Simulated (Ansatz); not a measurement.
What does this script print? It uses the Python package of Ansatz (0.2.0).

Contents of `c3h5no.xyz`:
```text
10

C    -0.29400   -0.81230   -1.03100
C    -0.56660    0.51540   -0.34270
C    -0.30880    0.84180    0.90900
O     0.44620    0.01350    1.77320
N     0.38780    1.45870   -0.10630
H    -1.30260   -1.16280   -1.37110
H     0.17080   -1.51120   -0.40240
H     0.31920   -0.60300   -1.93750
H    -0.10780    0.09480    2.66040
H     1.33890    1.11390   -0.14850
```

`c3h5no.py`
```python
"""Vibrations of C3H5NO."""

import ansatz as az
import numpy as np

mol = az.Crystal.molecule_from_extxyz("c3h5no.xyz")

model = (
    mol.calculation()
    .basis(gaussian="cc-pVDZ")
    .functional("cam_b3lyp")
)
symbols = [site.symbol for site in mol.cartesian_sites]
start = np.array([site.position_ang for site in mol.cartesian_sites], dtype=float)
def progress(event):
    if event["event"] == "relax_step":
        row = event["data"]
        print(f"step {row['step']:3d}  E = {row['lagrangian_ev']:.6f} eV  max force {row['allowed_force_max_ev_ang']:.4f} eV/A")


summary = model.relax(force_tolerance=0.003).session().plan().execute(on_event=progress).report
end = np.array(summary["positions_ang"])

print("bond        before    after (A)")
for i, j in [(0, 1), (0, 5), (0, 6), (0, 7), (1, 2), (1, 4), (2, 3), (2, 4), (3, 8), (4, 9)]:
    d0, d1 = (np.linalg.norm(xyz[i] - xyz[j]) for xyz in (start, end))
    print(f"{symbols[i]}{i}-{symbols[j]}{j}".ljust(10), f"{d0:8.4f} {d1:8.4f}")

# same settings at the minimum
minimum = az.Crystal.molecule()
for symbol, xyz in zip(symbols, end):
    minimum = minimum.atom(symbol, xyz.tolist())
vibrating = (
    minimum.calculation()
    .basis(gaussian="cc-pVDZ")
    .functional("cam_b3lyp")
    .phonons(temperatures=(200, 600, 100))
)
vib = vibrating.run(threads=1).report["vibrations"]
sums = vib["harmonic_sums"]
modes = [m["omega_inv_cm"] for m in sums["modes_at_gamma"] if m["rigid_motion"] == "no"]
for number, w in enumerate(modes, start=1):
    print(f"mode {number:2d} {w:9.1f} 1/cm {w / 8065.544 * 1000:8.2f} meV")
print("imaginary modes:", sum(w < 0 for w in modes), " zero-point energy:", round(sums["zero_point_energy_ev"], 4), "eV")
print("T (K)   F_vib (eV)   S_vib (meV/K)   C_vib (meV/K)")
for row in zip(sums["temperatures_k"], sums["vibrational_free_energy_ev"], vib["entropy_ev_per_k"], vib["heat_capacity_ev_per_k"]):
    print(f"{row[0]:6.1f} {row[1]:11.4f} {1000 * row[2]:13.4f} {1000 * row[3]:15.4f}")
```

```console
$ python c3h5no.py
step   1  E = -6720.485739 eV  max force 6.9901 eV/A
step   2  E = -6721.563021 eV  max force 3.1876 eV/A
step   3  E = -6722.071957 eV  max force 1.3957 eV/A
step   4  E = -6722.194254 eV  max force 3.1908 eV/A
step   5  E = -6722.448875 eV  max force 0.9215 eV/A
step   6  E = -6722.593878 eV  max force 1.2571 eV/A
step   7  E = -6722.682842 eV  max force 1.5617 eV/A
step   8  E = -6722.822609 eV  max force 1.2055 eV/A
step   9  E = -6722.808270 eV  max force 0.7376 eV/A
step  10  E = -6722.899577 eV  max force 0.2990 eV/A
step  11  E = -6722.915419 eV  max force 0.1872 eV/A
step  12  E = -6722.925237 eV  max force 0.2763 eV/A
step  13  E = -6722.920664 eV  max force 0.6679 eV/A
step  14  E = -6722.932320 eV  max force 0.1410 eV/A
step  15  E = -6722.933750 eV  max force 0.0231 eV/A
step  16  E = -6722.933749 eV  max force 0.0714 eV/A
step  17  E = -6722.933840 eV  max force 0.0034 eV/A
step  18  E = -6722.933875 eV  max force 0.0056 eV/A
step  19  E = -6722.933877 eV  max force 0.0020 eV/A
bond        before    after (A)
C0-C1        1.5201   1.4652
C0-H5        1.1206   1.1024
C0-H6        1.0486   1.0996
C0-H7        1.1143   1.1019
C1-C2        1.3190   1.2778
C1-N4        1.3626   1.5951
C2-O3        1.4153   1.3286
C2-N4        1.3772   1.4473
O3-H8        1.0491   0.9702
N4-H9        1.0126   1.0348
mode  1     125.3 1/cm    15.53 meV
mode  2     170.2 1/cm    21.10 meV
mode  3     233.1 1/cm    28.90 meV
mode  4     300.1 1/cm    37.21 meV
mode  5     406.9 1/cm    50.45 meV
mode  6     470.0 1/cm    58.27 meV
mode  7     554.8 1/cm    68.78 meV
mode  8     773.5 1/cm    95.90 meV
mode  9     989.2 1/cm   122.64 meV
mode 10    1047.5 1/cm   129.87 meV
mode 11    1076.0 1/cm   133.40 meV
mode 12    1145.8 1/cm   142.06 meV
mode 13    1287.3 1/cm   159.60 meV
mode 14    1313.7 1/cm   162.88 meV
mode 15    1385.0 1/cm   171.72 meV
mode 16    1404.3 1/cm   174.11 meV
mode 17    1443.8 1/cm   179.01 meV
mode 18    1466.6 1/cm   181.84 meV
mode 19    2132.9 1/cm   264.45 meV
mode 20    3043.1 1/cm   377.29 meV
mode 21    3104.8 1/cm   384.95 meV
mode 22    3142.2 1/cm   389.58 meV
mode 23    3273.6 1/cm   405.87 meV
mode 24    3786.2 1/cm   469.42 meV
imaginary modes: 0  zero-point energy: 2.1124 eV
T (K)   F_vib (eV)   S_vib (meV/K)   C_vib (meV/K)
 200.0      2.0898        0.3021          0.4138
 300.0      2.0493        0.5058          0.6029
 400.0      1.9888        0.7046          0.7863
 500.0      1.9086        0.8981          0.9493
 600.0      1.8094        1.0837          1.0872
```

Caveats:
- These settings explore the input space; basis and method may be short of convergence.
- The frequencies are harmonic and unscaled, in a modest basis. The result belongs to the one conformer reached from this start, and soft torsions count as harmonic oscillators.
- Wall time of the script: 2.7 min on 1 thread of Intel(R) Xeon(R) 6975P-C (Granite Rapids), on a shared host, peak memory 0.29 GiB.

(A comment or docstring line of the script was reworded after the run, the code is as it ran; lines on the test bed's own set-up are left out of the output.)
